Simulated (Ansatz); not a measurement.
# Four-centre ligand exchange

Start structure (BSiH7O, singlet), relaxed at PBE0-D4/def2-TZVP:

| atom | x (Å) | y (Å) | z (Å) |
| --- | --- | --- | --- |
| B1 | -0.7740 | 0.1815 | -0.2686 |
| Si2 | 0.4205 | -1.2116 | 0.5705 |
| H3 | -0.9468 | 0.0008 | -1.4521 |
| H4 | -1.7752 | 0.4655 | 0.3349 |
| H5 | 0.9624 | 1.4774 | -0.6247 |
| O6 | 0.1047 | 1.6079 | -0.2010 |
| H7 | 1.8321 | -1.0490 | 0.0723 |
| H8 | 0.5294 | -1.1716 | 2.0596 |
| H9 | 0.0103 | -2.5964 | 0.1979 |
| H10 | -0.3636 | 2.2956 | -0.6891 |

The step: BSiH₅ ([BH2][SiH3]) + H₂O → BH₃O ([BH2][OH]) + SiH₄; bonds formed: Si2–H5; dative contacts that become bonds: B1–O6; bonds broken: B1–Si2, H5–O6. Computed with Ansatz 0.2.0 (basis: def2-TZVPP and def2-QZVPP); correlated methods freeze the cores. Extrapolation: Hartree–Fock as exp(−7.88 √X), correlation as X^−2.97. Energies below are by CCSD(T) at an estimated basis limit (MP2 extrapolated from triple and quadruple zeta, plus CCSD(T) − MP2 in triple zeta).

Question: What are the electronic barrier and the energy of the step, from the start structure to the end structure? (Judge from chemistry; the value comes from the calculation.)

Answer: Computed: Barrier 25.77 kcal/mol; step energy -24.44 kcal/mol (downhill); reverse barrier, their difference, 50.22 kcal/mol. Barrier and step energy count from the start structure, the reverse barrier from the end structure.

The saddle point: One imaginary mode of 1350i cm⁻¹.
```json
{"pair": "B1–O6", "start (Å)": "1.68", "saddle (Å)": "1.58", "end (Å)": "1.35"}
{"pair": "Si2–H5", "start (Å)": "2.99", "saddle (Å)": "1.89", "end (Å)": "1.49"}
{"pair": "B1–Si2", "start (Å)": "2.02", "saddle (Å)": "2.16", "end (Å)": "3.56"}
{"pair": "H5–O6", "start (Å)": "0.97", "saddle (Å)": "1.24", "end (Å)": "3.31"}
```

Zero-point energy (harmonic, PBE0-D4): ZPE is 45.15 kcal/mol at the start and 42.23 kcal/mol at the saddle, so the barrier goes from 25.77 to 22.85 kcal/mol.

No T1 diagnostic of these runs exceeds 0.013.

Labels in which every atom is bracketed show which atoms are joined, not bond orders.

For scale, one of the runs: CCSD(T)/def2-TZVPP, 202 basis functions (an equivalent command: `ansatz run in.yaml --threads 2`). Time: 39 s of wall clock on 2 CPU threads; the host was shared. Peak host memory: 2.7 GiB.
